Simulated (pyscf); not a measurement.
This saddle point was located with ωB97X-D3(BJ)/def2-SVP in PySCF.

```xyz
6

Si    -1.1248    -0.4604     0.0729
Cl    -0.8386     0.2826     1.9689
H     -1.7994    -1.7848     0.3676
H     -2.5096    -0.2281    -0.7494
H      0.1279    -0.8056    -0.6306
Cl    -1.4420     1.5158    -0.9815
```
Charge 0, spin multiplicity 2.

Surface: doublet, charge 0. Lowest wavenumbers (cm⁻¹): 289i, 43, 234, 568, 587.

Task: Name the species on either side of this saddle.

Result: `[SiH2][Cl]` [doublet] + `[ClH]` ⇌ `[Cl][SiH2][Cl]` + `[H]` [doublet], a concerted two-bond exchange read from left to right: H–Si, Cl–H broken and H–Si, Cl–Si formed. At CCSD(T)/def2-TZVPP + ΔMP2(QZVPP) it lies +55.0 kJ/mol from the left side and +77.5 kJ/mol from the right (each side as separated species at their lowest minima found). One saddle was located; it need not be the lowest between these sides. The CCSD(T) − MP2 part came from Ansatz, without density fitting, on the same reference.
